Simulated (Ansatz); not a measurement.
**AlBH (sextet): from Hartree-Fock to the top rungs, 6-31G**

Aim: climb from Hartree-Fock through coupled cluster and multireference methods for AlBH (sextet) at one geometry and basis, and see what each rung misses.

Computed with Ansatz 0.2.0, Gaussian basis. Level: 6-31G, core rule «outside noble gas», up to 6 orbitals frozen.

Plan: UHF; CCSD(T) on ROHF; CCSD(T) on UHF; BCCD(T) on ROHF; CISD; CCSDT(Q) on ROHF; CCSDT(Q) on UHF; CISDTQ; CCSDTQ on ROHF; CCSDTQ on UHF; CASSCF and MRCISD+Q, 7 electrons in 9 orbitals; CASSCF and MRCISD+Q(relaxed), 7 electrons in 9 orbitals; CASSCF and NEVPT2, 7 electrons in 9 orbitals; Full CI.

20 further runs of the same task are left out: 8 that didn't finish, 12 set aside as unsound or not needed.

### Step 1. What is computed

The geometry is a PBE0/def2-TZVP stationary point (not a proven minimum) of the parent state, kept for this charge and spin.

3 atoms, charge 0, spin multiplicity 6.

Atoms are counted from 1 here; the program's logs count them from 0.

Bond lengths: B1–Al2 1.937 Å, Al2–H3 1.577 Å. Angles: B1–Al2–H3 180.0°.

### Step 2. UHF

in.yaml reads:

```yaml
crystal:
  periodic: [false, false, false]
  atoms:
    - {symbol: B, position_ang: [0.000000, 0.000000, 1.817000]}
    - {symbol: Al, position_ang: [0.000000, 0.000000, -0.120000]}
    - {symbol: H, position_ang: [0.000000, 0.000000, -1.697000]}
basis:
  gaussian: {orbitals: 6-31G}
magnetization: {spin_polarized: true, initial_magnetization: 5}
hamiltonian: {xc: hf}
output: {orbitals: {seedname: orbitals}}
```

Launch:

```console
$ ansatz run in.yaml --threads 1 --pin off --events-out ev --progress --plain --max-ram 2393MiB
```

After this run come: CCSD(T) on ROHF; CCSD(T) on UHF; BCCD(T) on ROHF; CISD; CCSDT(Q) on ROHF; CCSDT(Q) on UHF; CISDTQ; CCSDTQ on ROHF; CCSDTQ on UHF; CASSCF and MRCISD+Q, 7 electrons in 9 orbitals; CASSCF and MRCISD+Q(relaxed), 7 electrons in 9 orbitals; CASSCF and NEVPT2, 7 electrons in 9 orbitals; Full CI.

Q: Predict the results of all the runs planned. Wanted: FCI below the RHF energy; RMP2 from FCI; UMP2 from FCI; RCCSD from FCI; RCCSD(T) from FCI; UCCSD(T) from FCI; RCCSDT(Q) from FCI; UCCSDT(Q) from FCI; NEVPT2 valence from FCI.

The runs gave:

| quantity | value |
| --- | --- |
| FCI below the RHF energy | -1.7893 eV |
| RMP2 from FCI | +731.3 meV |
| UMP2 from FCI | +789.4 meV |
| RCCSD from FCI | +131.2 meV |
| RCCSD(T) from FCI | +44.0 meV |
| UCCSD(T) from FCI | +45.6 meV |
| RCCSDT(Q) from FCI | +5.0 meV |
| UCCSDT(Q) from FCI | +5.1 meV |
| NEVPT2 valence from FCI | +454.1 meV |
| MRCISD+Q valence from FCI | +279.7 meV |
| MRCISD+Q(relaxed) valence from FCI | +267.9 meV |
| levels within 1 kcal/mol (43 meV) | RCCSDT, UCCSDT, CISDTQ, RCCSDT(Q), UCCSDT(Q), RCCSDTQ, UCCSDTQ |
| T1 diagnostic | 0.053 |
| effectively unpaired electrons | 5.07 |

RCCSD(T) lands +44.0 meV from the yardstick (2.5 % of the correlation energy). The occupations are near whole numbers, but T1 = 0.053 shows that the orbitals relax strongly. Of the multireference levels listed MRCISD+Q(relaxed) valence comes nearest in total energy (+267.9 meV), which doesn't show that its space is the better one. Coupled cluster took another determinant than the lowest Hartree-Fock one. These misses are within one basis, not against nature; the frozen cores of restricted and unrestricted runs differ, which can shift their rows.
